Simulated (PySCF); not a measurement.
Methylhydrazine, CH₆N₂.
SMILES: `NNC`

Torsions of this conformer, `[CH3:1][NH:2][NH2:3]`: H–N3–N2–C1 76°, H–N3–N2–C1 -163°.

The closed-shell ground state was solved at several levels (PySCF, density fitting, gas phase, non-relativistic). One conformer (not necessarily the lowest) at the GFN2-xTB geometry, without solvent, vibrations or thermal averaging.

| level | basis functions | HOMO (eV) | LUMO (eV) | gap (eV) | dipole (D) |
| --- | --- | --- | --- | --- | --- |
| B3LYP/def2-SVPD | 108 | -6.28 | 0.44 | 6.72 | 1.90 |
| PBE0/pcSseg-1 | 81 | -6.35 | 1.37 | 7.72 | 2.07 |

Problem. What might B3LYP/pcJ-1 (141 basis functions) give for the same quantities?

Solution. HOMO -6.09 eV, LUMO 1.05 eV, gap 7.14 eV, dipole 2.05 D.

Problem. Over all these levels, which gives the widest orbital gap and which the narrowest?

Solution. PBE0/pcSseg-1 (global hybrid, 25 % exact exchange) has the widest, 7.72 eV, and B3LYP/def2-SVPD (global hybrid, 20 % exact exchange) the narrowest, 6.72 eV. Functional and basis both differ between the two, so the spread mixes both effects.

Problem. How far do the dipole and the HOMO energy spread over the levels?

Solution. The dipole runs from 1.90 to 2.07 D (mean 2.01 D) and the HOMO from -6.35 to -6.09 eV.
